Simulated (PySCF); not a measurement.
Two structures of C2H7Al, singlet, reached by relaxing down either side of one saddle point (PBE0-D4/def2-TZVP). Energies are electronic, without zero-point energy. PySCF 2.14 with density fitting (its default auxiliary sets; JK sets also for MP2 and CCSD(T)); basis: def2-TZVPP and def2-QZVPP; cores frozen in the correlated methods. Extrapolation: Hartree–Fock as exp(−7.88 √X), correlation as X^−2.97. First:

| atom | x (Å) | y (Å) | z (Å) |
| --- | --- | --- | --- |
| Al1 | -0.6803 | 0.2389 | -0.1658 |
| C2 | 0.6111 | 1.4618 | 0.6447 |
| C3 | -0.1881 | -1.6056 | -0.5841 |
| H4 | 0.7468 | -1.6538 | -1.1519 |
| H5 | -2.1644 | 0.7520 | -0.4440 |
| H6 | 1.6474 | 1.1970 | 0.4187 |
| H7 | 0.4468 | 2.4996 | 0.3423 |
| H8 | 0.5089 | 1.4374 | 1.7370 |
| H9 | -0.0119 | -2.1685 | 0.3405 |
| H10 | -0.9567 | -2.1380 | -1.1493 |

Second:

| atom | x (Å) | y (Å) | z (Å) |
| --- | --- | --- | --- |
| Al1 | -0.8779 | 0.1521 | -0.9355 |
| C2 | 1.1881 | 0.7600 | 0.6409 |
| C3 | -1.3466 | -1.4616 | -0.3308 |
| H4 | 1.1713 | -0.1157 | -0.0264 |
| H5 | -0.6795 | 1.4729 | -1.7663 |
| H6 | 1.7856 | 1.5498 | 0.1918 |
| H7 | 0.1916 | 1.1486 | 0.8883 |
| H8 | 1.6249 | 0.4162 | 1.5775 |
| H9 | -0.8737 | -1.9273 | 0.5290 |
| H10 | -2.1798 | -2.0262 | -0.7386 |

**Question.** Which bonds change from the first to the second?

**Answer.** C₂H₇Al ([CH3][AlH][CH3]) → CH₃Al ([CH2][AlH]) + CH₄; bonds formed: C2–H4; bonds broken: Al1–C2, C3–H4.

**Question.** Give the saddle point's structure and its height above each. (An estimate is asked for; the value comes from the calculation.)

**Answer.** Computed: 79.51 kcal/mol above the first and 20.13 kcal/mol above the second (CCSD(T) at an estimated basis limit (MP2 extrapolated from triple and quadruple zeta, plus CCSD(T) − MP2 in triple zeta)).
```
atom    x (Å)    y (Å)    z (Å)
 Al1  -1.1650   0.1859  -0.1267
  C2   0.8219   0.9150   0.3971
  C3  -0.5352  -1.5241  -0.3306
  H4   0.5047  -0.2434  -0.2431
  H5  -2.0143   1.3578  -0.7679
  H6   1.8539   0.6951   0.1095
  H7   0.6068   1.8990  -0.0337
  H8   0.8016   0.9704   1.4872
  H9   0.0444  -1.9497   0.4925
 H10  -0.9188  -2.3062  -0.9844
```

No T1 diagnostic of these runs exceeds 0.016. The restricted Hartree–Fock reference is unstable towards an unrestricted one at one or more of these structures.

Labels in which every atom is bracketed show which atoms are joined, not bond orders.

For scale, one of the runs: CCSD(T)/def2-TZVPP, 202 basis functions, launched by `OMP_NUM_THREADS=4 python run.py`. Time: 110 s of wall clock on 4 CPU threads of an Intel Xeon 6975P-C; the host was shared. Peak host memory: 2.1 GiB.
